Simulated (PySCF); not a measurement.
## One molecule, many functionals

Compound: BClH₃P.
SMILES: `PBCl`

Linear-response calculations in the def2-SVPD basis (PySCF; singlets by full response, triplets Tamm–Dancoff, core orbitals frozen in the response; HF means time-dependent Hartree–Fock). 'Strongest' is the level of largest summed f among the singlets computed (10 roots, of which the last may lack a degenerate partner); it can jump between rows when another state enters that window. S1 is the lowest singlet of each run and needn't be the same state throughout; f(S1) is that of one state. The structure is a single PBE0-D3(BJ)/def2-SVP conformer in the gas phase; no vibrational or solvent corrections.

```
functional                               kind  S1 (eV)  f(S1)  strongest (eV)  T1 (eV)  HOMO (eV)  gap (eV)  ionisation energy, ΔSCF (eV)
       LDA                                LDA     4.23  0.036            5.12     3.41      -6.64      3.70                          9.76
       PBE                                GGA     4.31  0.041            5.19     3.37      -6.54      3.80                          9.61
     B3LYP  global hybrid, 20% exact exchange     4.59  0.050            5.56     3.66      -7.44      5.42                          9.81
      PBE0  global hybrid, 25% exact exchange     4.65  0.049            5.65     3.64      -7.66      5.81                          9.81
 BHandHLYP  global hybrid, 50% exact exchange     4.96  0.055            7.82     3.98      -8.63      7.85                          9.82
 CAM-B3LYP             range-separated hybrid     4.75  0.047            7.67     3.84      -8.92      8.22                          9.91
   wB97X-D             range-separated hybrid     4.82  0.049            5.87     3.95      -9.49      9.48                          9.92
   LC-wPBE             range-separated hybrid     4.91  0.042            6.07     3.94     -10.28     10.65                          9.98
        HF                       Hartree–Fock     5.54  0.058            8.20     4.31     -10.17     11.89                   not settled
```

S1 runs from 4.23 eV (LDA) to 5.54 eV (HF), a spread of 1.32 eV, while the orbital gap spreads over 8.2 eV. Along PBE (0%), B3LYP (20%), PBE0 (25%), BHandHLYP (50%), HF (100%) S1 rises with the share of exact exchange. −ε(HOMO) comes closest to its own ΔSCF ionisation energy with LC-wPBE (+0.30 eV) and misses most with LDA (-3.12 eV). 'Not settled' means that the ion's SCF failed to converge or may have ended in another state than the lowest.
